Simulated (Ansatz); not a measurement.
# U-r2SCAN/6-31G run of BN (SMILES B#N)

Aim: the energy change on altering one bond length of BN at U-r2SCAN/6-31G, from 2 runs. 

Program for the calculation: Ansatz 0.2.0.

69 further runs of the same task are left out: 69 set aside as unsound or not needed.

## (1) The structure to begin with

BN: 2 atoms, total charge 0, spin state triplet. SMILES: `B#N`. The shape is that of a PBE0-D4/def2-TZVP optimisation.

Bond lengths: B1–N2 1.315 Å.

## (2) A single-point energy at U-r2SCAN/6-31G

input.yaml

```yaml
crystal:
  periodic: [false, false, false]
  atoms:
    - {symbol: B, position_ang: [-0.000000, -0.000000, -0.023520]}
    - {symbol: "N", position_ang: [0.000000, 0.000000, 1.291950]}
basis:
  gaussian: {orbitals: 6-31G}
magnetization: {spin_polarized: true, initial_magnetization: 2}
hamiltonian: {xc: r2scan}
accuracy: high
```

On the command line:

```console
$ ansatz run input.yaml --threads 1 --pin off --max-ram 3480MiB --events-out events.jsonl --progress --plain --runs-dir runs
```

What it wrote:

```text
Warning: RAYON_NUM_THREADS=1 ignored (pool sized by the plan → 1); use --threads N
Functional definition: r2SCAN
  name "r2SCAN"
  parameter k0 = 0.174
  parameter k1 = 0.065
  parameter a1 = 4.9479
  exchange = r2scan_x(k0 = k0, k1 = k1, a1 = a1)
  correlation = r2scan_c
417 factors; integrals over basis functions are off by at most 3.2e-9 eV
mean field evaluation 1: about -2155.0239 eV, gradient 2.8e1 eV
mean field evaluation 2: about -2113.2966 eV, gradient 8.1e1 eV
mean field evaluation 4: about -2159.0379 eV, gradient 1.2e0 eV
mean field evaluation 8: about -2159.0478 eV, gradient 4.6e-2 eV
mean field evaluation 16: about -2159.0478 eV, gradient 4.6e-6 eV
mean field evaluation 32: about -2158.9702 eV, gradient 2.3e0 eV
mean field -2159.04779800 eV, -79.3435431215 hartree, gradient 6.0e-9 eV, S^2 2.004583; 2 other end points of the search recorded, 0 dependent functions left out
reference -2159.04779882 eV, -79.3435431514 hartree; 7, 5 occupied and 11, 13 virtual orbitals, 417 factors
Total energy: -2159.04779882 eV, -79.3435431514 hartree
```

Wall time 1.5 s (1 thread of Intel Xeon 6975P-C (Granite Rapids), shared host); peak memory 0.15 GiB.

## (3) The distorted shape at the same level

in.yaml

```yaml
crystal:
  periodic: [false, false, false]
  atoms:
    - {symbol: B, position_ang: [-0.000000, -0.000000, -0.352350]}
    - {symbol: "N", position_ang: [0.000000, 0.000000, 1.291950]}
basis:
  gaussian: {orbitals: 6-31G}
hamiltonian: {xc: r2scan}
accuracy: high
magnetization: {spin_polarized: true, initial_magnetization: 2}
```

On the command line:

```console
$ ansatz run in.yaml --threads 1 --pin off --max-ram 3480MiB --events-out events.jsonl --progress --plain --runs-dir runs
```

What it wrote:

```text
Warning: RAYON_NUM_THREADS=1 ignored (pool sized by the plan → 1); use --threads N
Functional definition: r2SCAN
  name "r2SCAN"
  parameter k0 = 0.174
  parameter k1 = 0.065
  parameter a1 = 4.9479
  exchange = r2scan_x(k0 = k0, k1 = k1, a1 = a1)
  correlation = r2scan_c
419 factors; integrals over basis functions are off by at most 3.2e-9 eV
mean field evaluation 1: about -2152.6368 eV, gradient 3.0e1 eV
mean field evaluation 2: about -2077.4145 eV, gradient 9.2e1 eV
mean field evaluation 4: about -2157.8429 eV, gradient 1.2e0 eV
mean field evaluation 8: about -2157.8560 eV, gradient 1.1e-1 eV
mean field evaluation 16: about -2157.8568 eV, gradient 1.0e-4 eV
mean field evaluation 32: about -2157.3740 eV, gradient 7.1e-4 eV
mean field evaluation 64: about -2157.8095 eV, gradient 1.3e0 eV
mean field -2157.85680133 eV, -79.2997748012 hartree, gradient 1.9e-8 eV, S^2 2.018582; 8 other end points of the search recorded, 0 dependent functions left out
reference -2157.85680214 eV, -79.2997748308 hartree; 7, 5 occupied and 11, 13 virtual orbitals, 419 factors
Total energy: -2157.85680214 eV, -79.2997748308 hartree
```

Run time: 2.2 s. Hardware: 1 thread of Intel Xeon 6975P-C (Granite Rapids), shared host; peak memory 0.15 GiB.

## (4) Summary of results

At U-r2SCAN/6-31G:

```
                                                         quantity         value
                                        first shape: total energy  -79.34354 Eh
                                                first shape: ⟨S²⟩         2.005
                                    distorted shape: total energy  -79.29977 Eh
                                            distorted shape: ⟨S²⟩         2.019
energy change with the B1–N2 bond stretched from 1.315 to 1.644 Å      1.191 eV
```

With the B1–N2 bond stretched from 1.315 to 1.644 Å the energy rises by 1.19 eV (115 kJ/mol). The first shape isn't relaxed at this level, so the change isn't measured from a minimum.
